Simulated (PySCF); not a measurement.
Isomers of [C5H12P]+.

All values: PBE0/pcSseg-1 (PySCF) at GFN2-xTB geometries, gas phase, one conformer each.

Question: Rank by the highest IAO charge on any atom, lowest value first.
A. `[CH3:1]/[CH:2]=[CH:3]/[PH2+:4][CH2:5][CH3:6]` (charge +1) with C2–C3–P4–C5 123°, C3–P4–C5–C6 177°
B. `C[C@@H]1[C@H](C)[P@H+]1C`
C. `[CH2:1]=[CH:2][CH2:3][PH+:4]([CH3:5])[CH3:6]` (charge +1) with C1–C2–C3–P4 116°, C2–C3–P4–C5 173°
D. `[P+](C=C)(C)(C)C`
E. `[CH3:1][PH+:2]([CH3:3])[CH:4]1[CH2:5][CH2:6]1` (charge +1) with C1–P2–C4–C5 152°
F. `[CH3:1][CH2:2][C@@H:3]1[CH2:4][P@H+:5]1[CH3:6]` (charge +1) with C1–C2–C3–C4 154°

Answer: B (+0.891 e), F (+0.906 e), A (+0.935 e), C (+1.082 e), E (+1.099 e), D (+1.230 e).

Question: Rank by the lowest IAO charge on any atom, lowest value first.
A. `C[P+](C)(C)C=C`
B. `[CH3:1]/[CH:2]=[CH:3]/[PH2+:4][CH2:5][CH3:6]` (charge +1) with C2–C3–P4–C5 123°, C3–P4–C5–C6 177°
C. `[CH3:1][CH2:2][P+:3]1([CH3:4])[CH2:5][CH2:6]1` (charge +1) with C1–C2–P3–C4 58°

Answer: A (-0.644 e), C (-0.624 e), B (-0.459 e).

Question: Rank by HOMO–LUMO gap, highest first.
A. `[CH3:1][CH2:2][P+:3]1([CH3:4])[CH2:5][CH2:6]1` (charge +1) with C1–C2–P3–C4 58°
B. `[CH3:1][PH+:2]([CH3:3])[CH:4]1[CH2:5][CH2:6]1` (charge +1) with C1–P2–C4–C5 152°
C. `C=C[P+](C)(C)C`
D. `[CH3:1]/[CH:2]=[CH:3]/[PH2+:4][CH2:5][CH3:6]` (charge +1) with C2–C3–P4–C5 123°, C3–P4–C5–C6 177°
E. `[CH2:1]=[CH:2][CH2:3][PH+:4]([CH3:5])[CH3:6]` (charge +1) with C1–C2–C3–P4 116°, C2–C3–P4–C5 173°
F. `[CH2:1]1[CH2:2][CH2:3][PH2+:4][CH2:5][CH2:6]1` (charge +1) with C6–C1–C2–C3 -67°, C1–C2–C3–P4 58°, C2–C3–P4–C5 -49°, C3–P4–C5–C6 49°

Answer: B (9.53 eV), F (9.26 eV), A (9.05 eV), C (7.69 eV), E (7.57 eV), D (7.20 eV).

All values together:

```json
{"SMILES": "C[C@@H]1C[P+]1(C)C", "HOMO (eV)": "-13.05", "LUMO (eV)": "-4.50", "lowest IAO charge (e)": "-0.624 (C)", "highest IAO charge (e)": "+1.074 (P)", "lowest Hirshfeld charge (e)": "-0.110 (C)", "highest Hirshfeld charge (e)": "+0.453 (P)"}
{"SMILES": "C=C[P+](C)(C)C", "HOMO (eV)": "-12.94", "LUMO (eV)": "-5.25", "lowest IAO charge (e)": "-0.644 (C)", "highest IAO charge (e)": "+1.230 (P)", "lowest Hirshfeld charge (e)": "-0.124 (C)", "highest Hirshfeld charge (e)": "+0.491 (P)"}
{"SMILES": "C[PH+](C)C1CC1", "HOMO (eV)": "-13.35", "LUMO (eV)": "-3.81", "lowest IAO charge (e)": "-0.644 (C)", "highest IAO charge (e)": "+1.099 (P)", "lowest Hirshfeld charge (e)": "-0.119 (C)", "highest Hirshfeld charge (e)": "+0.486 (P)"}
{"SMILES": "C[C@@H]1[C@H](C)[P@H+]1C", "HOMO (eV)": "-13.06", "LUMO (eV)": "-4.84", "lowest IAO charge (e)": "-0.617 (C)", "highest IAO charge (e)": "+0.891 (P)", "lowest Hirshfeld charge (e)": "-0.102 (C)", "highest Hirshfeld charge (e)": "+0.430 (P)"}
{"SMILES": "CC[C@@H]1C[P@H+]1C", "HOMO (eV)": "-13.39", "LUMO (eV)": "-5.12", "lowest IAO charge (e)": "-0.618 (C)", "highest IAO charge (e)": "+0.906 (P)", "lowest Hirshfeld charge (e)": "-0.106 (C)", "highest Hirshfeld charge (e)": "+0.444 (P)"}
{"SMILES": "C=CC[PH+](C)C", "HOMO (eV)": "-11.88", "LUMO (eV)": "-4.31", "lowest IAO charge (e)": "-0.643 (C)", "highest IAO charge (e)": "+1.082 (P)", "lowest Hirshfeld charge (e)": "-0.120 (C)", "highest Hirshfeld charge (e)": "+0.488 (P)"}
{"SMILES": "C/C=C/[PH2+]CC", "HOMO (eV)": "-12.54", "LUMO (eV)": "-5.34", "lowest IAO charge (e)": "-0.459 (C)", "highest IAO charge (e)": "+0.935 (P)", "lowest Hirshfeld charge (e)": "-0.096 (C)", "highest Hirshfeld charge (e)": "+0.468 (P)"}
{"SMILES": "CC[P+]1(C)CC1", "HOMO (eV)": "-13.46", "LUMO (eV)": "-4.42", "lowest IAO charge (e)": "-0.624 (C)", "highest IAO charge (e)": "+1.085 (P)", "lowest Hirshfeld charge (e)": "-0.108 (C)", "highest Hirshfeld charge (e)": "+0.458 (P)"}
{"SMILES": "C1CC[PH2+]CC1", "HOMO (eV)": "-13.53", "LUMO (eV)": "-4.28", "lowest IAO charge (e)": "-0.464 (C)", "highest IAO charge (e)": "+0.912 (P)", "lowest Hirshfeld charge (e)": "-0.073 (C)", "highest Hirshfeld charge (e)": "+0.481 (P)"}
```

Conformers: `[CH3:1][PH+:2]([CH3:3])[CH:4]1[CH2:5][CH2:6]1` (charge +1) with C1–P2–C4–C5 152°; `[CH3:1][CH2:2][C@@H:3]1[CH2:4][P@H+:5]1[CH3:6]` (charge +1) with C1–C2–C3–C4 154°; `[CH2:1]=[CH:2][CH2:3][PH+:4]([CH3:5])[CH3:6]` (charge +1) with C1–C2–C3–P4 116°, C2–C3–P4–C5 173°; `[CH3:1]/[CH:2]=[CH:3]/[PH2+:4][CH2:5][CH3:6]` (charge +1) with C2–C3–P4–C5 123°, C3–P4–C5–C6 177°; `[CH3:1][CH2:2][P+:3]1([CH3:4])[CH2:5][CH2:6]1` (charge +1) with C1–C2–P3–C4 58°; `[CH2:1]1[CH2:2][CH2:3][PH2+:4][CH2:5][CH2:6]1` (charge +1) with C6–C1–C2–C3 -67°, C1–C2–C3–P4 58°, C2–C3–P4–C5 -49°, C3–P4–C5–C6 49°.
